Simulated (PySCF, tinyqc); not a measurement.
Worked calculation: G0W0 on RHF in the sto-3g basis, for HF, spin multiplicity 1. The lowest restricted solution is unstable here: a spin-polarised one lies 0.0022 hartree lower (PySCF). One step of it, computed by the program tinyqc.

Question. Orthogonalisation. S = U s U^T; symmetric (Loewdin) form X = U s^(-1/2) U^T, so that X^T S X = 1.

overlap S:
```
           1F 1s     1F 2s    1F 2px    1F 2py    1F 2pz     2H 1s
1F 1s   1.000000  0.237990  0.000000  0.000000  0.000000  0.022558
1F 2s   0.237990  1.000000  0.000000  0.000000  0.000000  0.260897
1F 2px  0.000000  0.000000  1.000000  0.000000  0.000000  0.000000
1F 2py  0.000000  0.000000  0.000000  1.000000  0.000000  0.000000
1F 2pz  0.000000  0.000000  0.000000  0.000000  1.000000  0.229740
2H 1s   0.022558  0.260897  0.000000  0.000000  0.229740  1.000000
```

Give: eigenvalues of S; X.

Answer.

eigenvalues of S: 0.6114  0.8524  1.0000  1.0000  1.1276  1.4086

X:
```
          1F 1s    1F 2s  1F 2px  1F 2py   1F 2pz    2H 1s
1F 1s    1.0226  -0.1268  0.0000  0.0000  -0.0029   0.0140
1F 2s   -0.1268   1.0517  0.0000  0.0000   0.0253  -0.1445
1F 2px   0.0000   0.0000  1.0000  0.0000   0.0000   0.0000
1F 2py   0.0000   0.0000  0.0000  1.0000   0.0000   0.0000
1F 2pz  -0.0029   0.0253  0.0000  0.0000   1.0218  -0.1246
2H 1s    0.0140  -0.1445  0.0000  0.0000  -0.1246   1.0502
```
